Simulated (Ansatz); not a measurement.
# NO2: the cost of one run

Computed with Ansatz 0.2.0, Gaussian basis. Level: def2-QZVPP, core rule «outside noble gas», up to 3 orbitals frozen.

To be run: UHF; ROHF; CCSD(T) on UHF.

## (1) The system

The geometry is a PBE0/def2-TZVP stationary point (not a proven minimum) of the parent state, kept for this charge and spin.

3 atoms, charge 1, spin multiplicity 5.

Atoms are counted from 1 here; the program's logs count them from 0.

Bond lengths: O1–N2 1.281 Å, N2–O3 1.281 Å. Angles: O1–N2–O3 113.4°.

## (2) UHF

Contents of in.yaml:

```yaml
crystal:
  periodic: [false, false, false]
  atoms:
    - {symbol: O, position_ang: [0.000000, -0.213966, 1.070604]}
    - {symbol: N, position_ang: [0.000000, 0.488812, 0.000000]}
    - {symbol: O, position_ang: [0.000000, -0.213966, -1.070604]}
basis:
  gaussian: {orbitals: "def2-QZVPP.json"}
total_charge: 1
magnetization: {spin_polarized: true, initial_magnetization: 4}
hamiltonian: {xc: hf}
output: {orbitals: {seedname: orbitals}}
```

Run with:

```
ansatz run in.yaml --threads 1 --pin off --events-out ev --progress --plain --max-ram 2393MiB
```

**Question.** How long does this run take on 1 thread of Arm Neoverse V1, shared host, and how much memory does it need?

About 7.5 s, with a peak of 0.29 GiB.
